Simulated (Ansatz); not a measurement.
hcp Os was calculated with r²SCAN+rVV10 (plane waves, PAW; Ansatz, a first-principles code).

Run with plane-wave cutoff 560 eV, 24×24×14 k mesh (along the axes of the cell as run), Fermi–Dirac smearing 0.05 eV, no spin polarisation, scalar-relativistic PAW data made under PBE.

Results at a series of volumes:

```
V (Å³/atom)  E − E_lowest (meV/atom)  P (GPa)
-----------  -----------------------  -------
13.358                         32.93    19.70
13.636                          7.92     9.29
13.915                          0.00     0.00
14.193                          7.33    -8.28
14.471                         28.23   -15.66
```

**Question.** Estimate the bulk modulus from the pressures at 13.636 and 14.193 Å³/atom, and compare it with a fit to all energies.

**Answer.** B = −V dP/dV. Between V = 13.636 and 14.193 Å³/atom, dP/dV = (-8.28 − (9.29))/(14.193 − 13.636) = -31.5 GPa per Å³/atom; at the midpoint 13.915 Å³/atom this gives B ≈ 439 GPa. The third-order Birch–Murnaghan fit gives V0 = 13.915 Å³/atom, B0 = 438 GPa, B′ = 4.7, which lies within 1 % of that estimate.

Shape and atoms are relaxed at each volume.

Measured, for comparison: bulk modulus 425 GPa (zero-point energy and finite temperature contributions removed; as tabulated in doi:10.1021/acs.jctc.3c00612). Computed (rounded) less measured: bulk modulus +3 %.

Note: the bulk modulus comes from volumes at which shape and atoms were relaxed.

Spin–orbit coupling is not included.

The computed numbers hold no vibrational or temperature effects.
